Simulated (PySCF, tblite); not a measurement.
Isomers of C5H5F, one GFN2-xTB conformer each. Single-point energies are computed at PBE0/pcSseg-1 (PySCF, gas phase, no added dispersion term), electronic only.

Question: Rank them by PBE0/pcSseg-1 energy, lowest first (kJ/mol).
A. `[CH:1]#[C:2][CH2:3]/[CH:4]=[CH:5]\[F:6]` with C2–C3–C4–C5 122°
B. `[CH:1]#[C:2]/[CH:3]=[CH:4]/[CH2:5][F:6]` with C3–C4–C5–F6 0°

Answer: B (0.0), A (9.2).

Neighbours under 10 kJ/mol apart (C#C/C=C/CF and C#CC/C=C\F) can change places with a better method, another conformer or zero-point energy. GFN2-xTB itself gives, in the same order: 0.0, 6.0. Both levels put the same isomer lowest.

Question: Which frontier levels, dipoles and rotational constants go with these structures?

Answer: 
```json
{"SMILES": "C#C/C=C/CF", "HOMO (eV, PBE0/pcSseg-1)": "-7.09", "LUMO (eV)": "-0.91", "dipole (D)": "1.80", "A, B, C (MHz)": "16648, 1543, 1425"}
{"SMILES": "C#CC/C=C\\F", "HOMO (eV, PBE0/pcSseg-1)": "-7.53", "LUMO (eV)": "0.25", "dipole (D)": "1.29", "A, B, C (MHz)": "10516, 1720, 1664"}
```

Question: What happens when harmonic zero-point energies from GFN2-xTB frequencies are added?

Answer: 
```csv
SMILES,ZPE (kJ/mol),electronic (kJ/mol),with ZPE (kJ/mol)
C#C/C=C/CF,208.3,0.0,0.0
C#CC/C=C\F,209.5,9.2,10.5
```

The zero-point energies span 1.2 kJ/mol. The order is unchanged.
